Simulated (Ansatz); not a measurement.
# Scan of the Si2–H8 bond length

Si2H6 (SMILES [SiH3][SiH3]), singlet, at its PBE0-D4/def2-TZVP minimum:

```xyz
8
angstrom
Si -0.3405 0.4902 -1.0049
Si 0.3635 -0.5044 0.9910
H 0.8339 0.9482 -1.7949
H -1.1129 -0.4839 -1.8219
H -1.2080 1.6641 -0.7179
H 1.1390 0.4686 1.8063
H 1.2281 -1.6805 0.7040
H -0.8110 -0.9592 1.7826
```

The bond length Si2–H8 (1.488 Å at the minimum) is set to the values below, the two halves moving rigidly along the bond. Each method's energies count from its own value at the PBE0-D4 minimum structure. Computed with Ansatz 0.2.0 (basis: def2-TZVPP); correlated methods freeze the cores. B3LYP uses VWN-RPA correlation.

| bond length (Å) | CCSD(T) (kJ/mol) | wB97M-V (kJ/mol) | PBE0-D4 (kJ/mol) | r2SCAN-D4 (kJ/mol) |
| --- | --- | --- | --- | --- |
| 1.279 | 49.4 | 47.3 | 50.9 | 50.2 |
| 1.323 | 28.3 | 26.7 | 29.5 | 29.0 |
| 1.387 | 9.2 | 8.3 | 9.9 | 9.7 |
| 1.462 | 0.4 | 0.2 | 0.6 | 0.5 |
| 1.545 | 3.1 | 3.5 | 2.6 | 2.7 |
| 1.635 | 16.2 | 17.3 | 15.1 | 15.2 |
| 1.730 | 37.6 | 39.4 | 35.8 | 35.9 |
| 1.830 | 65.0 | 67.8 | 62.1 | 62.6 |
| 1.934 | 96.4 | 100.4 | 92.9 | 93.5 |

Minimum and curvature along this coordinate at CCSD(T): A fifth-order fit through the nearest points gives 1.483 Å, with a curvature of about 18 eV/Å².

Problem. Treat the two halves as rigid bodies and work out the harmonic wavenumber of this stretch from that curvature (ν̃ = 521.5 √(k/μ) cm⁻¹ with k in eV/Å² and μ in u).

Solution. The halves weigh 61.21 and 1.01 u, so μ = 61.21 × 1.01/62.22 = 0.994 u and ν̃ = 521.5 √(18/0.994) ≈ 2200 cm⁻¹. A true normal mode mixes in other motions, so this is a guide only.

Largest difference from the CCSD(T) curve over the scan: PBE-D4 12.5; B3LYP-D4 5.0; HF 10.3; MP2 7.6 kJ/mol. Each curve counts from its own value at the minimum.

T1 diagnostic: at most 0.015.

For scale, one of the runs: CCSD(T)/def2-TZVPP, 168 basis functions (an equivalent command: `ansatz run in.yaml --threads 2`). Time: 6.5 s of wall clock on 2 CPU threads; the host was shared. Peak host memory: 1.4 GiB.
